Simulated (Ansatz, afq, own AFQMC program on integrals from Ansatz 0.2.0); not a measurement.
CH₂, triplet in cc-pVDZ, levels against full CI

```yaml
atoms:
  - { symbol: C, position_ang: [0.0000, -0.1307, 0.1709] }
  - { symbol: H, position_ang: [0.0000, 1.2734, -3.2037] }
  - { symbol: H, position_ang: [0.0000, 0.2838, 1.1671] }
```

Basis cc-pVDZ. Noble-gas cores (and the filled d shells of Ga–Kr and In–Xe) are frozen. AFQMC by an in-house program on the Cholesky factors that Ansatz 0.2.0 writes for its CCSD(T) run. The CISD trial takes its coefficients from CCSD amplitudes. Released means that phaseless walkers are propagated on without the constraint, phases kept. Error bars are statistical, one sigma.

Determinant: UHF, the one that the program's search chose, which needn't be the lowest solution. The geometry is a point of a scan.

Full CI on the same integrals is exact in this basis and with this determinant's frozen core.

Cautions: lower spins were not checked; an unrestricted solution with more broken spin lies lower (263 meV, ⟨S²⟩ 3.00).

```
T1 diagnostic                               : 0.0090
weight of the determinant in the CISD state : 0.939
⟨S²⟩ of the determinant                     : 2.007
size of the correlated space                : 6 electrons in 23 orbitals
```

Reference: full CI, correlation energy -2.904 eV. The released energy is read at 1.50 1/Eh (meV from the phaseless value at times in 1/Eh: -11 ± 5 at 0.24, -11 ± 4 at 0.50, -15 ± 4 at 1.00, -9 ± 5 at 1.50).

| level | E − E(reference) (meV) | share of correlation (%) |
| --- | --- | --- |
| HF | 2903.9 | 0.00 |
| MP2 | 758.5 | 73.88 |
| CCSD | 64.1 | 97.79 |
| CCSD(T) | 15.8 | 99.46 |
| CCSDT | 2.1 | 99.93 |
| CCSDT(Q) | 0.4 | 99.99 |
| ph-AFQMC/CISD | 7.1 ± 3.3 | 99.76 |
| released AFQMC | -2.3 ± 4.9 | 100.08 |

CCSDT and higher add their correlation energy to the determinant of the CCSD(T) run, since their own runs factorise the integrals more tightly (a shift of under 2 meV). A walk keeps the symmetry of its determinant, which the program's search chose and which needn't be the lowest solution, so a lower state of the same spin and another symmetry isn't excluded. Released energies are given only where the last usable release times agree within the noise; a slower fall can still hide under it.
